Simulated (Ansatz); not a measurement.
```yaml
crystal:
  periodic: [false, false, false]
  atoms:
    - {symbol: Ti, position_ang: [-0.768260, 0.007548, -0.001495]}
    - {symbol: O, position_ang: [1.975392, -0.019407, 0.003845]}
    - {symbol: H, position_ang: [2.571794, 0.742073, 0.003630]}
    - {symbol: H, position_ang: [2.556713, -0.792458, 0.006351]}
basis:
  gaussian: {orbitals: def2-TZVP}
total_charge: 1
magnetization: {spin_polarized: true, initial_magnetization: 1}
hamiltonian: {xc: pbe0}
relax: {f_tol: 0.004, max_steps: 80}
```

```sh
$ ansatz run in.yaml --threads 1 --pin off --events-out ev --progress --plain --max-ram 2176MiB
```

Steps of the relaxation (energy above the last step; positions in Å, forces in eV/Å):

```
4
step 1, 593.7 meV
Ti   -0.768    0.008   -0.001    0.979   -0.006    0.002
O     1.975   -0.019    0.004   -0.504   -0.001   -0.001
H     2.572    0.742    0.004   -0.243   -0.090    0.000
H     2.557   -0.792    0.006   -0.232    0.098   -0.001
```

```
4
step 2, 321.4 meV
Ti   -0.573    0.007   -0.001    1.088   -0.011    0.005
O     1.911   -0.020    0.004   -0.704    0.012   -0.018
H     2.504    0.742    0.004   -0.194    0.039    0.006
H     2.493   -0.791    0.006   -0.189   -0.040    0.007
```

```
4
step 3, 182.4 meV
Ti   -0.476    0.006   -0.001    1.018   -0.011    0.005
O     1.878   -0.020    0.002   -0.591    0.010   -0.017
H     2.472    0.742    0.004   -0.214    0.049    0.006
H     2.462   -0.790    0.007   -0.214   -0.048    0.006
```

```
4
step 7, 0.0 meV
Ti   -0.263    0.002   -0.001    0.001    0.000    0.000
O     1.818   -0.018    0.004   -0.002   -0.001    0.000
H     2.398    0.756    0.003    0.001    0.000    0.000
H     2.383   -0.803    0.006    0.001    0.000    0.000
```

Close pairs at the end: O2–H3 0.967 Å, O2–H4 0.967 Å, Ti1–O2 2.082 Å.

A stationary point of unrestricted PBE0 after 7 steps, with ⟨S²⟩ = 1.742 against 0.75 for a pure state; no frequencies were run, so it isn't proven a minimum. 10 min on 1 thread of Arm Neoverse N1, shared host.
